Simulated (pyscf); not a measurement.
Single points on ωB97X-D3(BJ)/def2-SVP structures (PySCF, gas phase). Correlated levels are frozen-core, on RHF or UHF. ΔMP2 is the change of the MP2 total energy from the triple- to the quadruple-zeta basis.

Question: PBE/def2-TZVP puts the barrier of water (H₂O) + O=Si(OH)–F → HO–Si(OH)(OH)–F (addition across a multiple bond or ene-type step; singlet surface; H–O broken, O–Si, H–O formed) at -100.4 kJ/mol and the reaction energy at -293.3 kJ/mol, from the separated reactants. What do M06-2X/def2-TZVP, ωB97M-D3(BJ)/def2-TZVP, CCSD(T)/def2-TZVPP + ΔMP2(QZVPP) give on the same structures?

Answer: M06-2X: ΔE‡ = -116.1 kJ/mol, ΔE = -344.9 kJ/mol; ωB97M-D3(BJ): ΔE‡ = -103.0 kJ/mol, ΔE = -323.0 kJ/mol; CCSD(T): ΔE‡ = -95.0 kJ/mol, ΔE = -321.8 kJ/mol. PBE's barrier lies among them. Its reaction energy lies over all of them, by 28.4 to 51.6 kJ/mol. On the reactant side the descent ends in an adduct with a O–Si contact, 120.6 kJ/mol under the separated species and 15.1 kJ/mol under the saddle at ωB97X-D3(BJ)/def2-TZVP. At PBE, M06-2X, ωB97M-D3(BJ)/def2-TZVP, CCSD(T) the saddle lies under the separated reactants, which points to a path from their complex (located at ωB97X-D3(BJ) alone). What is counted as formed (O–Si) is already present as a longer contact in the reactant adduct; forming that adduct is a step of its own. At ωB97X-D3(BJ)/def2-TZVP the barrier from the zero used here is -105.5 kJ/mol. This is the saddle that the search found; another between the same sides may lie lower. The CCSD(T) − MP2 part came from Ansatz, without density fitting, on the same reference.
